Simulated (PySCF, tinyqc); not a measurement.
Worked calculation: FCI on RHF in the sto-3g basis, frozen core, for HF, spin multiplicity 1. The lowest restricted solution is unstable here: a spin-polarised one lies 0.0001 hartree lower (PySCF). One step of it, computed by the program tinyqc.

Task: FCI: roots. Diagonalise (each vector has its largest component positive (the first on a tie)); all determinants have Ms = 0, so triplets appear too. The lowest singlet root is the correlation energy.

Occupation strings over the orbitals (2 doubly, a alpha, b beta, 0 empty; spin orbitals ordered 1a 1b 2a 2b ...): 222220 22a22b 2a222b 22b22a 2b222a 222202 222022 220222 2ab222 2ba222 202222

H - E(HF) between determinants (hartree), lower triangle:
```
           222220     22a22b     2a222b     22b22a     2b222a     222202     222022     220222
222220   0.000000
22a22b   0.000000   0.449921
2a222b   0.000000  -0.009491   1.246262
22b22a   0.000000  -0.226332  -0.038839   0.449921
2b222a   0.000000  -0.038839  -0.091691  -0.009491   1.246262
222202   0.029305   0.021650   0.029843  -0.021650  -0.029843   0.916340
222022   0.029305   0.021650   0.029843  -0.021650  -0.029843   0.053770   0.916340
220222   0.226332   0.071282  -0.082701  -0.071282   0.082701   0.036397   0.036397   0.960969
2ab222  -0.038839   0.082701  -0.205224  -0.032149   0.074091   0.029484   0.029484   0.074927
2ba222   0.038839  -0.032149   0.074091   0.082701  -0.205224  -0.029484  -0.029484  -0.074927
202222   0.091691   0.074091   0.034788  -0.074091  -0.034788   0.188662   0.188662   0.137838

           2ab222     2ba222    202222
2ab222   1.779537
2ba222  -0.137838   1.779537
202222   0.102269  -0.102269  2.755468
```

Give: lowest roots of this matrix, relative to E(HF); lowest vectors; <S^2> of these roots; weight of the ground state by excitation level 0, 1, 2, ....

Result:

lowest roots of this matrix, relative to E(HF) (hartree): -0.0565  0.2197  0.6338  0.8626  0.8926  1.0160  1.1228  1.2541

lowest vectors:
```
         root 1   root 2   root 3   root 4
222220   0.9736   0.0000  -0.0813   0.0000
22a22b   0.0207   0.7060   0.6764   0.0000
2a222b  -0.0068   0.0334  -0.0791   0.0000
22b22a  -0.0207   0.7060  -0.6764   0.0000
2b222a   0.0068   0.0334   0.0791   0.0000
222202  -0.0181   0.0000  -0.0200   0.7071
222022  -0.0181   0.0000  -0.0200  -0.7071
220222  -0.2204   0.0000  -0.2380   0.0000
2ab222   0.0270  -0.0220  -0.0641   0.0000
2ba222  -0.0270  -0.0220   0.0641   0.0000
202222  -0.0214   0.0000  -0.0159   0.0000
```

<S^2> of these roots: 0.0000  2.0000  0.0000  0.0000  0.0000  0.0000  2.0000  0.0000

weight of the ground state by excitation level 0, 1, 2, ...: 0.9479  0.0009  0.0511
